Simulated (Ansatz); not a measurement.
Process, species as SMILES: [S+]#[C-] (C-S) + 3 [H][H] (H2) → C (CH4) + S (H2S)
B3LYP-D3(BJ)/def2-TZVP geometries, fixed; electronic energies without zero-point terms.

How fast the energy of full hydrogenation converges with the basis for several methods (Ansatz, a first-principles code): deviation from each method's own reference, in kcal/mol. References: B3LYP -106.13 kcal/mol, the value in aug-pcseg-3; CCSD(T) -104.57 kcal/mol, Hartree-Fock in cc-pV(Q+d)Z plus the correlation part extrapolated as X^-3 from cc-pV(T+d)Z and cc-pV(Q+d)Z; HF -109.04 kcal/mol, the value in aug-cc-pV(Q+d)Z; MP2 -104.36 kcal/mol, Hartree-Fock in aug-cc-pV(Q+d)Z plus the correlation part extrapolated as X^-3 from aug-cc-pV(T+d)Z and aug-cc-pV(Q+d)Z; PBE -108.80 kcal/mol, the value in aug-pcseg-3; wB97M-V -107.53 kcal/mol, the value in aug-pcseg-3. Cartesian d functions, on some or all atoms, in 6-31G*, 6-311+G**; all else is spherical. In correlated methods cores are frozen. No added dispersion term, no relativity. Functionals ending in -V hold VV10 correlation. 

```csv
basis,functions,B3LYP,CCSD(T),HF,MP2,PBE,wB97M-V
6-31G*,34,(withheld),16.43,-2.55,12.65,1.13,-1.02
cc-pV(D+d)Z,37,(withheld),6.08,-1.90,3.69,-1.12,-3.56
6-311+G**,53,(withheld),8.93,-1.14,6.23,0.58,0.28
aug-pcseg-1,59,(withheld),3.49,-2.00,2.03,-0.83,-2.09
aug-cc-pV(D+d)Z,59,(withheld),3.59,-1.74,1.44,-2.81,-4.23
"6-311++G(2d,2p)",67,(withheld),5.16,-1.03,2.41,-0.78,-0.46
aug-cc-pV(T+d)Z,138,(withheld),0.90,-0.29,-0.16,-0.26,-0.15
def2-QZVPPD,195,(withheld),0.96,-0.02,0.03,0.05,0.18
```

Q: Some entries are withheld; supply them.

A: 
- 6-31G*, B3LYP: 0.57
- cc-pV(D+d)Z, B3LYP: -0.99
- 6-311+G**, B3LYP: 0.48
- aug-pcseg-1, B3LYP: -0.70
- aug-cc-pV(D+d)Z, B3LYP: -2.79
- 6-311++G(2d,2p), B3LYP: -0.76
- aug-cc-pV(T+d)Z, B3LYP: -0.24
- def2-QZVPPD, B3LYP: 0.10

Mean absolute deviation over 6-311+G**, 6-311++G(2d,2p), aug-cc-pV(T+d)Z: wB97M-V 0.30, B3LYP 0.49, PBE 0.54, HF 0.82, MP2 2.93, CCSD(T) 5.00 kcal/mol.
